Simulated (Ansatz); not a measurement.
Results of PBE-D4 (Ansatz, a first-principles code, PAW) for trigonal Se.

Run with plane-wave cutoff 500 eV, 12×12×6 k mesh (along the axes of the cell as run), gaussian smearing 0.02 eV, scalar-relativistic PAW data made under PBE.

Cell (relaxed at this level):

```xyz
3
Lattice="2.0296 -3.5153 0.0000 2.0296 3.5153 0.0000 0.0000 0.0000 5.1315" Properties=species:S:1:pos:R:3 pbc="T T T"
Se     0.5028     0.8710     3.4210
Se     3.0535     0.0000     0.0000
Se     0.5028    -0.8710     1.7105
```

Question: Give the computed band gap.

Answer: 
- band gap: 0.51 eV (on the SCF k mesh)

Spin–orbit coupling is not included.

The computed numbers hold no vibrational or temperature effects.

Computing time: roughly 100 core-seconds.
